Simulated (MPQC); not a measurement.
**HCl (hydrogen chloride): PBE/def2-TZVPPD**

Aim: the vertical ionisation energy of HCl (hydrogen chloride) at PBE/def2-TZVPPD, from 2 runs. 

Program for the calculation: MPQC 2.3.1.

14 further runs of the same task are left out: 3 that didn't finish, 11 set aside as unsound or not needed.

### Step 1. Starting point

HCl has 2 atoms, charge 0, and is taken as a singlet. As SMILES, `Cl`. The shape is that of a PBE0-D4/def2-TZVP optimisation.

Bond lengths: Cl1–H2 1.279 Å.

### Step 2. The energy at PBE/def2-TZVPPD

File job.in:

```
% ClH
molecule<Molecule>: (
    symmetry = c1
    unit = angstrom
    { atoms geometry } = {
        Cl [ 0.546000    -0.178500     0.280800 ]
        H  [ -0.546000     0.178500    -0.280800 ]
    }
)
basis<GaussianBasisSet>: (
    name = "def2-TZVPPD"
    molecule = $:molecule
    basisdir = "."
    puream = yes
)
mpqc: (
    checkpoint = no
    savestate = no
    restart = no
    do_energy = yes
    do_gradient = no
    optimize = no
    mole<CLKS>: (
        molecule = $:molecule
        basis = $:basis
        total_charge = 0
        memory = 1000000000
        print_evals = yes
        print_npa = yes
        maxiter = 120
        value_accuracy = 1e-08
        functional<StdDenFunctional>: ( name = "PBE" )
        integrator<RadialAngularIntegrator>: ( grid = xfine )
        guess_wavefunction<CLHF>: (
            molecule = $:molecule
            total_charge = 0
            memory = 1000000000
            value_accuracy = 1e-3
            basis<GaussianBasisSet>: (
                name = "STO-2G"
                molecule = $:molecule
            )
        )
    )
)
```

The basis set def2-TZVPPD is read from a file made from the Basis Set Exchange's data (not shown).

Command:

```
$ mpqc job.in > job.out
```

Output, shortened:

```text
MPQC: Massively Parallel Quantum Chemistry
[...]
  Integrated electron density error = 0.000003245701
  iter     1 energy = -460.0074780110 delta = 1.07081e-01
  Integrated electron density error = 0.000001715578
  iter     2 energy = -460.6047372644 delta = 5.43437e-02
[...]
  Integrated electron density error = -0.000000000598
  iter     9 energy = -460.6290802839 delta = 3.05722e-06
  Integrated electron density error = -0.000000000490
  iter    10 energy = -460.6290802842 delta = 4.18166e-07
  Integrated electron density error = -0.000000000486
  iter    11 energy = -460.6290802842 delta = 3.88594e-08
  Integrated electron density error = -0.000000000486
  iter    12 energy = -460.6290802842 delta = 1.44648e-08
[...]
  LUMO is    10   A =  -0.035980
  total scf energy = -460.6290802842
Value of the MolecularEnergy: -460.6290802842
[...]
        symmetry = c1
[...]
```

Run time: 9.6 s. Hardware: 1 thread of Arm Neoverse V1, shared host; peak memory 0.31 GiB.

### Step 3. The doublet cation, same level

File mol.in:

```
% emacs should use -*- KeyVal -*- mode
molecule<Molecule>: (
    symmetry = c1
    unit = angstrom
    { atoms geometry } = {
        Cl [ 0.546000      -0.178500       0.280800 ]
        H  [ -0.546000       0.178500      -0.280800 ]
    }
)
basis<GaussianBasisSet>: (
    name = "def2-TZVPPD"
    molecule = $:molecule
    basisdir = "."
    puream = yes
)
mpqc: (
    checkpoint = no
    savestate = no
    restart = no
    do_energy = yes
    do_gradient = no
    optimize = no
    mole<UKS>: (
        molecule = $:molecule
        basis = $:basis
        total_charge = 1
        multiplicity = 2
        memory = 1000000000
        print_evals = yes
        print_npa = yes
        maxiter = 120
        value_accuracy = 1e-08
        functional<StdDenFunctional>: ( name = "PBE" )
        integrator<RadialAngularIntegrator>: ( grid = xfine )
        guess_wavefunction<HSOSHF>: (
            molecule = $:molecule
            total_charge = 1
            multiplicity = 2
            memory = 1000000000
            value_accuracy = 1e-3
            basis<GaussianBasisSet>: (
                name = "STO-3G"
                molecule = $:molecule
            )
            guess_wavefunction<ExtendedHuckelWfn>: (
                molecule = $:molecule
                total_charge = 1
                multiplicity = 2
                basis<GaussianBasisSet>: (
                    name = "STO-3G"
                    molecule = $:molecule
                )
            )
        )
    )
)
```

The basis set def2-TZVPPD is read from a file made from the Basis Set Exchange's data (not shown).

Command:

```
$ mpqc -o mol.out mol.in
```

Output, shortened:

```text
MPQC: Massively Parallel Quantum Chemistry
[...]
  Integrated electron density error = 0.000003943914
  iter     1 energy = -459.7240489103 delta = 9.01093e-02
  Integrated electron density error = -0.000008556339
  iter     2 energy = -460.1484547956 delta = 3.43606e-02
[...]
  Integrated electron density error = -0.000000000384
  iter    20 energy = -460.1614161783 delta = 3.37703e-07
  Integrated electron density error = -0.000000000380
  iter    21 energy = -460.1614161777 delta = 2.58003e-07
  Integrated electron density error = -0.000000000376
  iter    22 energy = -460.1614161778 delta = 8.78513e-08
  Integrated electron density error = -0.000000000372
  iter    23 energy = -460.1614161778 delta = 1.69034e-08
[...]
  <S^2>      = 0.753452
  total scf energy = -460.1614161778
Value of the MolecularEnergy: -460.1614161778
[...]
        symmetry = c1
[...]
        nbasis = 68
[...]
      nalpha = 9
      nbeta = 8
[...]
```

Wall time 35 s (1 thread of Arm Neoverse V1, shared host); peak memory 0.5 GiB.

### Step 4. Summary of results

Level: PBE/def2-TZVPPD.

| quantity | value |
| --- | --- |
| singlet HCl: total energy | -460.62908 Eh |
| singlet HCl: HOMO energy | -8.04 eV |
| singlet HCl: LUMO energy | -0.98 eV |
| singlet HCl: HOMO–LUMO gap | 7.06 eV |
| doublet cation: total energy | -460.16142 Eh |
| doublet cation: ⟨S²⟩ | 0.753 |
| vertical ionisation energy (to the doublet cation) | 12.726 eV |

What this shows: The vertical ionisation energy comes to 12.73 eV (293 kcal/mol). −ε(HOMO) before ionisation, 8.04 eV, is 4.68 eV below this ionisation energy.
